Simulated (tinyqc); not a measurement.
Worked calculation: coupled-perturbed Hartree-Fock on RHF in the sto-3g basis, for H3O+, spin multiplicity 1. One step of it, computed by the program tinyqc.

Problem. Coupled step 2. U_ai = -(mu_ai + sum_bj [4 (ai|bj) - (ab|ij) - (aj|bi)] U_bj) / (e_a - e_i); alpha = -4 sum U_ai mu_ai.

U after step 1, order a6, a7, a8:
$$\begin{pmatrix}
0.000213 & 0.003474 & 0.000241 & 0.000000 & 0.070720 \\
0.000000 & 0.000000 & 0.000000 & -0.216582 & 0.000000 \\
0.000000 & 0.000031 & 0.216561 & 0.000000 & -0.000065
\end{pmatrix}$$

dipole integrals <a|z|i> (bohr), order a6, a7, a8:
$$\begin{pmatrix}
-0.025176 & 0.079706 & -0.000361 & 0.000000 & -0.089236 \\
0.000000 & 0.000000 & 0.000000 & 0.345368 & 0.000000 \\
0.000033 & -0.000171 & -0.345373 & 0.000000 & 0.000087
\end{pmatrix}$$

orbital energies (hartree): MO1 -20.891099, MO2 -1.842805, MO3 -1.140843, MO4 -1.140839, MO5 -0.949015, MO6 0.140400, MO7 0.299178, MO8 0.299337

Two-electron integrals over orbitals (pq|rs), unique and non-zero (hartree):
```
(11|11) 4.742808    (21|11) -0.424987   (21|21) 0.060755    (22|11) 1.026979
(22|21) -0.013794   (22|22) 0.740969    (31|11) 0.000100    (31|21) -0.000011
(31|22) 0.000014    (31|31) 0.014560    (32|11) -0.000027   (32|21) 0.000007
(32|22) 0.000055    (32|31) 0.021961    (32|32) 0.142424    (33|11) 0.884838
(33|21) -0.006339   (33|22) 0.675119    (33|31) 0.002388    (33|32) 0.032742
(33|33) 0.685182    (41|41) 0.014559    (42|41) 0.021959    (42|42) 0.142400
(43|41) -0.002399   (43|42) -0.032798   (43|43) 0.041838    (44|11) 0.884792
(44|21) -0.006339   (44|22) 0.675068    (44|31) -0.002392   (44|32) -0.032782
(44|33) 0.601527    (44|44) 0.685154    (51|11) -0.123557   (51|21) 0.013797
(51|22) -0.015202   (51|31) -4.21e-06   (51|32) 1.42e-06    (51|33) -0.004208
(51|44) -0.004208   (51|51) 0.028073    (52|11) 0.052997    (52|21) -0.007725
(52|22) -0.029908   (52|31) 1.70e-06    (52|32) 0.000007    (52|33) 0.002800
(52|44) 0.002791    (52|51) 0.027708    (52|52) 0.131989    (53|11) -0.000041
(53|21) 3.38e-06    (53|22) -2.18e-06   (53|31) 0.004343    (53|32) 0.007116
(53|33) -0.003810   (53|44) 0.003785    (53|51) -0.000007   (53|52) -0.000026
(53|53) 0.037675    (54|41) 0.004342    (54|42) 0.007105    (54|43) 0.003795
(54|54) 0.037675    (55|11) 1.091669    (55|21) -0.014426   (55|22) 0.727179
(55|31) 2.56e-06    (55|32) -0.000015   (55|33) 0.662225    (55|44) 0.662199
(55|51) 0.012831    (55|52) 0.081024    (55|53) -0.000038   (55|55) 0.879983
(61|11) -0.291493   (61|21) 0.043222    (61|22) -0.006529   (61|31) -0.000025
(61|32) -0.000021   (61|33) -0.003839   (61|44) -0.003835   (61|51) 0.002496
(61|52) -0.013514   (61|53) -1.03e-06   (61|55) -0.014219   (61|61) 0.032924
(62|11) 0.341386    (62|21) -0.009460   (62|22) 0.149638    (62|31) -0.000011
(62|32) -0.000058   (62|33) 0.106116    (62|44) 0.106079    (62|51) -0.014153
(62|52) -0.024155   (62|53) -0.000020   (62|55) 0.146458    (62|61) -0.003056
(62|62) 0.087788    (63|11) -0.000452   (63|21) 0.000011    (63|22) -0.000199
(63|31) 0.007030    (63|32) -0.008060   (63|33) -0.021843   (63|44) 0.021524
(63|51) 1.69e-06    (63|52) -0.000038   (63|53) 0.006660    (63|55) -0.000230
(63|61) -5.50e-07   (63|62) -0.000136   (63|63) 0.048554    (64|41) 0.007021
(64|42) -0.008163   (64|43) 0.021695    (64|54) 0.006679    (64|64) 0.048672
(65|11) -0.114979   (65|21) -0.001164   (65|22) -0.068705   (65|31) -0.000007
(65|32) -0.000041   (65|33) -0.039156   (65|44) -0.039120   (65|51) 0.013386
(65|52) 0.038345    (65|53) -0.000030   (65|55) -0.054027   (65|61) -0.004795
(65|62) -0.046112   (65|63) 0.000058    (65|65) 0.035690    (66|11) 0.702657
(66|21) -0.006788   (66|22) 0.554483    (66|31) -0.000024   (66|32) -0.000209
(66|33) 0.522306    (66|44) 0.522481    (66|51) -0.017136   (66|52) -0.054993
(66|53) 0.000034    (66|55) 0.512567    (66|61) -0.000292   (66|62) 0.070250
(66|63) 0.000039    (66|65) -0.038943   (66|66) 0.494466    (71|41) 0.016440
(71|42) 0.023134    (71|43) -0.002162   (71|54) 0.004947    (71|64) 0.007530
(71|71) 0.018613    (72|41) 0.014361    (72|42) 0.043013    (72|43) 0.013445
(72|54) 0.019300    (72|64) 0.036358    (72|71) 0.015462    (72|72) 0.050481
(73|41) 0.003092    (73|42) 0.040421    (73|43) -0.003950   (73|54) -0.004664
(73|64) -0.022402   (73|71) 0.003488    (73|72) -0.002193   (73|73) 0.033404
(74|11) 0.362500    (74|21) -0.007748   (74|22) 0.149458    (74|31) 0.003096
(74|32) 0.040420    (74|33) 0.127167    (74|44) 0.119271    (74|51) 0.000882
(74|52) 0.037606    (74|53) -0.004671   (74|55) 0.184964    (74|61) -0.005911
(74|62) 0.081204    (74|63) -0.022457   (74|65) -0.027360   (74|66) 0.043725
(74|74) 0.144523    (75|41) 0.006813    (75|42) 0.040219    (75|43) -0.011265
(75|54) 0.023711    (75|64) -0.011855   (75|71) 0.007509    (75|72) 0.011011
(75|73) 0.014343    (75|75) 0.032618    (76|41) 0.012811    (76|42) 0.097793
(76|43) -0.038875   (76|54) -0.009866   (76|64) -0.041624   (76|71) 0.013779
(76|72) -0.000848   (76|73) 0.048181    (76|75) 0.030980    (76|76) 0.112784
(77|11) 0.798431    (77|21) -0.008041   (77|22) 0.591053    (77|31) -0.000596
(77|32) -0.032589   (77|33) 0.536912    (77|44) 0.609108    (77|51) -0.002920
(77|52) -0.000147   (77|53) 0.009995    (77|55) 0.583106    (77|61) -0.005151
(77|62) 0.073047    (77|63) 0.038156    (77|65) -0.022633   (77|66) 0.499063
(77|74) 0.062410    (77|77) 0.589065    (81|11) 0.000367    (81|21) -0.000058
(81|22) -1.14e-06   (81|31) -0.016440   (81|32) -0.023134   (81|33) -0.002142
(81|44) 0.002160    (81|51) -0.000006   (81|52) 0.000013    (81|53) -0.004948
(81|55) 0.000016    (81|61) -0.000023   (81|62) 0.000020    (81|63) -0.007540
(81|65) 0.000012    (81|66) 0.000030    (81|74) -0.003484   (81|77) 0.000466
(81|81) 0.018613    (82|11) -0.000482   (82|21) 0.000011    (82|22) -0.000219
(82|31) -0.014359   (82|32) -0.042985   (82|33) 0.013341    (82|44) -0.013617
(82|51) 0.000015    (82|52) 0.000009    (82|53) -0.019299   (82|55) -0.000213
(82|61) 0.000021    (82|62) -0.000067   (82|63) -0.036363   (82|65) 0.000063
(82|66) -0.000101   (82|74) 0.002081    (82|77) -0.023339   (82|81) 0.015459
(82|82) 0.050482    (83|11) -0.362465   (83|21) 0.007749    (83|22) -0.149395
(83|31) 0.003092    (83|32) 0.040489    (83|33) -0.119240   (83|44) -0.127163
(83|51) -0.000882   (83|52) -0.037600   (83|53) -0.004640   (83|55) -0.184939
(83|61) 0.005904    (83|62) -0.081201   (83|63) -0.022232   (83|65) 0.027318
(83|66) -0.043930   (83|74) -0.080031   (83|77) -0.097094   (83|81) -0.003497
(83|82) 0.002338    (83|83) 0.144575    (84|41) -0.003106   (84|42) -0.040445
(84|43) 0.003934    (84|54) 0.004650    (84|64) 0.022349    (84|71) -0.003504
(84|72) 0.002139    (84|73) -0.031029   (84|75) -0.014342   (84|76) -0.048156
(84|84) 0.033369    (85|11) 0.000079    (85|21) 1.23e-06    (85|22) 0.000039
(85|31) -0.006812   (85|32) -0.040212   (85|33) -0.011209   (85|44) 0.011277
(85|51) -0.000018   (85|52) -0.000061   (85|53) -0.023715   (85|55) 0.000024
(85|61) 0.000014    (85|62) 0.000056    (85|63) 0.011810    (85|65) -2.02e-06
(85|66) 0.000108    (85|74) -0.014326   (85|77) 0.013623    (85|81) 0.007508
(85|82) 0.011004    (85|83) -0.014380   (85|85) 0.032609    (86|11) 0.000035
(86|21) -1.99e-06   (86|22) -0.000027   (86|31) -0.012810   (86|32) -0.097722
(86|33) -0.038714   (86|44) 0.038809    (86|51) 0.000016    (86|52) 0.000051
(86|53) 0.009828    (86|55) 0.000049    (86|61) 0.000010    (86|62) -4.97e-06
(86|63) 0.041403    (86|65) 0.000065    (86|66) 0.000254    (86|74) -0.048116
(86|77) 0.057812    (86|81) 0.013777    (86|82) -0.000819   (86|83) -0.048226
(86|85) 0.030932    (86|86) 0.112493    (87|41) 0.000583    (87|42) 0.032478
(87|43) -0.036069   (87|54) -0.010001   (87|64) -0.038268   (87|71) 0.000444
(87|72) -0.023227   (87|73) 0.017281    (87|75) 0.013582    (87|76) 0.057778
(87|84) -0.017243   (87|87) 0.048322    (88|11) 0.798451    (88|21) -0.008041
(88|22) 0.591103    (88|31) 0.000631    (88|32) 0.032831    (88|33) 0.609225
(88|44) 0.536828    (88|51) -0.002920   (88|52) -0.000147   (88|53) -0.010027
(88|55) 0.583121    (88|61) -0.005152   (88|62) 0.073089    (88|63) -0.038455
(88|65) -0.022677   (88|66) 0.498804    (88|74) 0.097185    (88|77) 0.492067
(88|81) -0.000487   (88|82) 0.023132    (88|83) -0.062235   (88|85) -0.013669
(88|86) -0.058008   (88|88) 0.589361
```

Give: U after step 2; polarisability.

Solution.

U after step 2, order a6, a7, a8:
$$\begin{pmatrix}
0.0003 & 0.0049 & 0.0002 & 0.0000 & 0.0736 \\
0.0000 & 0.0000 & 0.0000 & -0.2243 & 0.0000 \\
0.0000 & 0.0000 & 0.2243 & 0.0000 & -0.0001
\end{pmatrix}$$

polarisability = 0.6445 bohr^3
